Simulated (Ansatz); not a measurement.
H2Si–GeH, doublet in cc-pVDZ: errors against UCCSDT(Q)

Geometry: displaced at random from a stationary point.

```xyz
5

Si    0.0016    0.0292    1.6609
Ge    0.0008   -0.0334   -0.7021
H     0.0487    1.2400    2.5362
H    -0.0540   -1.2179    2.4846
H    -0.0964    1.5732   -0.7032
```

Basis cc-pVDZ; Ansatz 0.2.0. Correlated methods freeze the noble-gas cores and the filled d shells of p-block atoms, which leaves 11 electrons in 41 orbitals. R marks a restricted (for open shells ROHF) determinant, U an unrestricted one. No spin–orbit coupling is included, and no scalar relativity.

Full CI isn't at hand for all of this; UCCSDT(Q) serves as the reference, and is uncertain by about the last step of the cluster series.

* UHF ⟨S²⟩: 0.777
* T1 diagnostic (RCCSD): 0.0192
* largest doubles amplitude (RCCSD): 0.057
* T1 diagnostic (UCCSD): 0.0219

Problem. From what is known of these methods and the diagnostics, rank them by the size of their error in total energy against UCCSDT(Q) in cc-pVDZ, smallest first (an estimate: the text doesn't fix the numbers).
A. UCCSD
B. UCCSD(T)
C. UCCSDT
D. UHF
E. UMP2

Solution. C (10 meV), B (49 meV), A (223 meV), E (1351 meV), D (5861 meV).

All errors are against UCCSDT(Q) in cc-pVDZ. Within each family the higher level lies nearer, as is usual though not guaranteed.
